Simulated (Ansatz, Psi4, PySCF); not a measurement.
Reaction (SMILES): S (H2S) + H+ -> [SH3+] (at S, the best of the heteroatom sites tried; carbon was not tried)

Property: proton affinity (electronic), in kcal/mol. Positive where the reaction releases energy. Conventions: 6-31G* and kin with 6d, 5d where marked; dispersion terms only where a functional's name holds one; 6-311+G** with 5d, 6d on Na to Ar in Ansatz (a program for electronic structure); frozen cores in correlated levels; non-relativistic; no spin-orbit coupling. CBS marks a two-point X^-3 extrapolation of the correlation energy; Hartree-Fock from the larger set. Ab initio and DFT rows: single points at B3LYP-D3(BJ) geometries (Ansatz).

Coupled cluster (Ansatz) is a level with limits of its own, used here on species with T1 under 0.025 (0.045 for open shells) and stable references: CCSD(T)/CBS(cc-pV(T+d)Z,cc-pV(Q+d)Z).

Value to compare with, CCSD(T)/CBS(cc-pV(T+d)Z,cc-pV(Q+d)Z) (Ansatz): 174.1 kcal/mol.

```tsv
level	program	proton affinity (electronic) (kcal/mol)	difference
HF/STO-3G	Ansatz	222.7	48.6
HF/6-31G*	Ansatz	171.5	-2.6
PBE/STO-3G	Ansatz	226.5	52.4
PBE/6-31G*	Ansatz	173.6	-0.5
PBE/6-311+G**	Ansatz	174.0	-0.1
BLYP/6-31G*	Ansatz	174.1	0.0
B3LYP/6-31G*	Ansatz	173.3	-0.8
B3LYP/6-31+G*	Ansatz	172.5	-1.6
B3LYP/cc-pVDZ	Ansatz	174.9	0.8
PBE0/6-311+G**	Ansatz	174.4	0.3
wB97X-D/6-311+G**	Psi4	175.5	1.4
MP2/3-21G	Ansatz	159.6	-14.5
MP2/6-311+G**	Ansatz	177.7	3.6
B3PW91/6-31G* (5d)	PySCF	174.1	0.0
B3LYP/def2-TZVPD	Ansatz	174.9	0.8
wB97X-V/def2-TZVPD	Ansatz	175.6	1.5
```

Among the 14 habitual levels, PBE/STO-3G lies farthest from CCSD(T)/CBS(cc-pV(T+d)Z,cc-pV(Q+d)Z) (Ansatz) (52.4 kcal/mol); 6 of 14 lie above it, and their mean absolute difference is 9.1 kcal/mol, the median 1.1. One case shows no general order.

The levels are drawn from those run, B3LYP/6-31G* more often than the rest, none by its result; runs whose electronic state is in doubt are left out.
